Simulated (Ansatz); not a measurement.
SiH2⁺, doublet: from triple and quadruple zeta to the limit

```xyz
3

Si   -0.4939    0.4712   -0.2148
H     0.8452    0.5822    0.5255
H    -0.3513   -1.0533   -0.3107
```

Ansatz 0.2.0, UHF determinant, valence electrons correlated. Energies in eV.

| set | X | functions | Hartree–Fock | MP2 correlation | CCSD(T) correlation | time |
| --- | --- | --- | --- | --- | --- | --- |
| def2-TZVPP | 3 | 70 | -7883.5871 | -2.1032 | -2.7548 | 4 s on 1 × NVIDIA H100 80GB HBM3 with 1 thread of AMD EPYC 7R13 Processor (Zen 3), on a shared host |
| def2-QZVPP | 4 | 130 | -7883.8238 | -2.2554 | -2.8775 | 3.9 s on 1 × NVIDIA H100 80GB HBM3 with 1 thread of AMD EPYC 7R13 Processor (Zen 3), on a shared host |

Hartree–Fock is taken to follow E(X) = E∞ + A·exp(−7.88·√X), correlation E(X) = E∞ + B·X^−2.97.

Q: Work out the CCSD(T) energy at the limit, and how far the shortcut misses it that extrapolates MP2 and adds CCSD(T) minus MP2 from the smaller set.

A: Hartree–Fock: E∞ = E4 + 0.1377·(E4 − E3) = -7883.8564. Correlation: E∞ = E4 + 0.7407·(E4 − E3) = -2.9683 for CCSD(T) and -2.3681 for MP2. The limit is -7886.8247 eV, 0.123 eV below def2-QZVPP. The shortcut gives a correlation energy of -2.3681 + (-0.6516) = -3.0197, 51 meV lower than the direct value.

Past Ne part of the Hartree–Fock step between the two sets comes from the cores, which don't follow the formula, so the 33 meV that it adds to the total can overshoot; that part largely cancels in differences.
